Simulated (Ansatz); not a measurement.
A structure relaxed at PBE0-D4/def2-TZVP, charge 0, multiplicity 1:

```tsv
atom	x (Å)	y (Å)	z (Å)
B1	-0.408	0.044	-1.016
P2	0.304	-0.033	0.756
H3	-1.596	0.188	-0.843
H4	-0.097	-1.020	-1.498
H5	0.147	0.999	-1.508
H6	0.107	1.080	1.597
H7	1.694	-0.199	0.904
H8	-0.150	-1.058	1.608
```

Task: Give its formula and SMILES.

Result: BH6P, `[BH3-][PH3+]`.

Task: Point group (tolerance 0.08 Å, 0.16 Å for H)?

Result: C3v.

Task: Summarise the bond lengths by kind.

Result: 1 × B–P 1.910 Å; 3 × B–H 1.209 Å; 3 × H–P 1.408 Å.

All numbers were calculated with Ansatz.
